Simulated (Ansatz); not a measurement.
Zinc-blende BeTe was calculated with PBE+SOC (PAW; Ansatz, an electronic-structure program).

Numerical settings: plane-wave cutoff 520 eV, 10×10×10 k mesh, Fermi–Dirac smearing 0.01 eV, PAW data made under PBE.

Properties against volume:

| V (Å³/atom) | P (GPa) | direct gap at Γ (eV) | smallest gap on the k mesh (eV) |
|---|---|---|---|
| 21.354 | 3.94 | 3.254 | 1.581 |
| 21.808 | 2.50 | 3.275 | 1.636 |
| 22.262 | 1.19 | 3.295 | 1.689 |
| 22.717 | 0.01 | 3.313 | 1.739 |
| 23.171 | -1.07 | 3.276 | 1.786 |
| 23.625 | -2.03 | 3.141 | 1.831 |
| 24.080 | -2.91 | 3.011 | 1.873 |

The fundamental gap (1.74 eV at the equilibrium volume, with added k points) lies elsewhere than Γ–Γ.
